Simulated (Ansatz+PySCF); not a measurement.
Results of a calculation; reference values are marked as such.
## Ansatz (development build ahead of 0.2.0) run

```yaml
crystal:
  periodic: [false, false, false]
  atoms:
    - { symbol: C, position_ang: [0.0, 0.0, -1.17478] }
    - { symbol: C, position_ang: [0.0, 0.0, 0.27828] }
    - { symbol: "N", position_ang: [0.0, 0.0, 1.43514] }
    - { symbol: H, position_ang: [0.0, -1.0314, -1.55566] }
    - { symbol: H, position_ang: [-0.89322, 0.5157, -1.55566] }
    - { symbol: H, position_ang: [0.89322, 0.5157, -1.55566] }
basis:
  gaussian: { orbitals: def2-SVP }
magnetization:
  spin_polarized: true
hamiltonian:
  xc: hf
correlation:
  method: mp2
  frozen_orbitals: { C: 1, H: 0, "N": 1 }
scf:
  omitted_lower_state_checks: [starts, atomic_configurations, cluster_reference, orbital_swaps, given_window_search, neighbouring_geometries, increment]
```

The input is written out in the form of the current development build from the run's settings.

Results

```
Converged                       : yes
Reference energy                : -131.82439 hartree
Correlation energy              : -0.42416 hartree
Total energy                    : -132.24854 hartree
Spin squared of the determinant : 0.000
Stability test                  : minimum
```
